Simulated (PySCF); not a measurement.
A side-by-side comparison of computed properties.

First species: oxetane, C3H6O.
SMILES with atom numbers: `[CH2:1]1[CH2:2][O:3][CH2:4]1` (hydrogens: H5, H6 on C1; H7, H8 on C2; H9, H10 on C4)

Second species: C₂H₆F₂O₂Si.
SMILES with atom numbers: `[CH3:1][O:2][Si:3]([F:4])([F:5])[O:6][CH3:7]` (hydrogens: H8, H9, H10 on C1; H11, H12, H13 on C7)

Geometry (GFN2-xTB, Å), atoms numbered from 1 in this order:
```
atom  x, y, z in Å
C1    -2.3154    0.1681    0.2979
O2    -0.9101    0.2365    0.2027
Si3    0.0365    0.2552   -1.0863
F4    -0.2782   -1.0091   -2.0183
F5    -0.2166    1.4876   -2.0574
O6     1.5706    0.3779   -0.6926
C7     2.3714   -0.3557    0.1991
H8    -2.5644    0.0839    1.3554
H9    -2.7660    1.0712   -0.1158
H10   -2.6959   -0.6999   -0.2417
H11    3.3529    0.1180    0.2153
H12    1.9414   -0.3446    1.2011
H13    2.4694   -1.3887   -0.1385
```

Levels: CAM-B3LYP/def2-SVPD for dipole moment, HOMO energy, LUMO energy, HOMO–LUMO gap, static isotropic polarisability and electronic spatial extent ⟨r²⟩ about the centre of nuclear charge; TDDFT CAM-B3LYP/def2-SVPD for lowest singlet excitation; TDA CAM-B3LYP/def2-SVPD for lowest triplet excitation (Tamm–Dancoff); GFN2-xTB for rotational constant A and rotational constant C. Geometries: GFN2-xTB. Each structure is a single optimised conformer of the isolated species, non-relativistic unless stated. Electronic properties by PySCF.

Dipoles, sizes and rotational constants follow the conformer. The torsions of the flexible species, by atom-mapped SMILES:
- `[CH3:1][O:2][Si:3]([F:4])([F:5])[O:6][CH3:7]`: C1–O2–Si3–F4 -55°, O2–Si3–O6–C7 52°

Values for the first species:

| Item | Value |
| --- | --- |
| Dipole moment | 2.05 D |
| HOMO energy | -8.65 eV |
| LUMO energy | 1.43 eV |
| HOMO–LUMO gap | 10.08 eV |
| Lowest singlet excitation | 6.84 eV |
| Lowest triplet excitation (Tamm–Dancoff) | 6.57 eV |
| Static isotropic polarisability | 38.6 au |
| Electronic spatial extent ⟨r²⟩ about the centre of nuclear charge | 236 bohr² |
| Rotational constant A | 12.198 GHz |
| Rotational constant C | 6.839 GHz |

Q: Estimate the same properties for the second species, and the change in each.

A: 
| property | first | second | second less first |
| --- | --- | --- | --- |
| dipole moment | 2.05 D | 2.81 D | +0.76 D |
| HOMO energy | -8.65 eV | -10.48 eV | -1.83 eV |
| LUMO energy | 1.43 eV | 0.86 eV | -0.57 eV |
| HOMO–LUMO gap | 10.08 eV | 11.34 eV | +1.26 eV |
| lowest singlet excitation | 6.84 eV | 8.14 eV | +1.30 eV |
| lowest triplet excitation (Tamm–Dancoff) | 6.57 eV | 7.90 eV | +1.33 eV |
| static isotropic polarisability | 38.6 au | 53.4 au | +14.8 au |
| electronic spatial extent ⟨r²⟩ about the centre of nuclear charge | 236 bohr² | 928 bohr² | +692 bohr² |
| rotational constant A | 12.198 GHz | 2.798 GHz | -9.400 GHz |
| rotational constant C | 6.839 GHz | 1.452 GHz | -5.387 GHz |

On the first: The vertical singlet–triplet gap S1 − T1 is 0.27 eV (TDDFT singlet less Tamm–Dancoff triplet). A dipole of 2.05 D is allowed in C2v, and pure rotational transitions are dipole-allowed.

On the second: The principal polarisabilities are 47.7, 51.4 and 61.2 au; their mean is the isotropic value. In atomic units the dipole is 1.10 e·bohr (1 au = 2.5417 D).
